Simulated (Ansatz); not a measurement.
## H3Ge–NH2, singlet in cc-pVDZ: errors against RCCSDT(Q)

Geometry: a PBE0/def2-TZVP stationary point for this spin, not checked as a minimum.

| atom | x (Å) | y (Å) | z (Å) |
| --- | --- | --- | --- |
| Ge | -0.0090 | 0.0000 | 0.3142 |
| N | 0.0943 | 0.0000 | -1.5264 |
| H | 0.7111 | -1.2662 | 0.8015 |
| H | 0.7111 | 1.2662 | 0.8015 |
| H | -1.4514 | 0.0000 | 0.8753 |
| H | -0.3176 | -0.8181 | -1.9548 |
| H | -0.3176 | 0.8181 | -1.9548 |

Basis cc-pVDZ; Ansatz 0.2.0. Only valence electrons are correlated (noble-gas cores and the filled d shells of p-block atoms frozen), which leaves 14 electrons in 51 orbitals. R marks a restricted (for open shells ROHF) determinant. Active spaces: frontier = (8e, 8o) about the gap. No spin–orbit coupling is included, and no scalar relativity.

Full CI isn't at hand for all of this; RCCSDT(Q) serves as the reference, and is uncertain by about the last step of the cluster series.

```
UHF ⟨S²⟩                          : 0.000
T1 diagnostic (RCCSD)             : 0.0100
largest doubles amplitude (RCCSD) : 0.031
```

| level | E − E(RHF) (eV) |
| --- | --- |
| RMP2 | -7.6363 |
| RCCSD | -8.5582 |
| RCCSD(T) | -8.7512 |

Estimate how far RCCSDT(Q) in cc-pVDZ lies from RCCSD(T). The table doesn't fix it; the size of (T) and the diagnostics are the guide.

RCCSDT(Q) in cc-pVDZ lies 1.26 mEh below RCCSD(T), which is 18 % of the (T) step (-7.09 mEh). The diagnostics are small and one determinant leads, so the series closes fast and only a small part of (T) is left.

The other levels:

```csv
level,E − E(RCCSDT(Q)) (mEh),share of correlation (%),wall time
BCCD(T),1.23,99.62,1.5 s
RCCSDT,0.58,99.82,–
CASSCF (frontier space),213.69,33.81,–
MRCISD (frontier space),16.84,94.78,–
MRCISD+Q (frontier space),0.90,99.72,15 s
```

The correlation energy at RCCSDT(Q), counted from RHF, is -8.786 eV. That run took 29 s on 1 thread of Arm Neoverse V1, shared host.

Times hold each run's SCF and search for its determinant on a shared host, so for small cases they say little of a method's own cost; they ran on 1 thread of Arm Neoverse V1.

Atomization energy (electronic, same basis, no zero-point term; atoms at the same level, unrestricted beside the R rows where the molecule is a closed shell, but restricted open-shell past Ca, as are all atoms' steps beyond CCSDT(Q)) at RCCSDT(Q): 1815.8 kJ/mol. Errors of other levels:

```json
{"level": "RHF", "error (kJ/mol)": "-459.3"}
{"level": "RMP2", "error (kJ/mol)": "-21.4"}
{"level": "RCCSD", "error (kJ/mol)": "-17.0"}
{"level": "RCCSD(T)", "error (kJ/mol)": "-2.1"}
{"level": "BCCD(T)", "error (kJ/mol)": "-1.8"}
{"level": "RCCSDT", "error (kJ/mol)": "-1.4"}
```

This basis is far from its limit, so the value isn't to be set against a measured one.
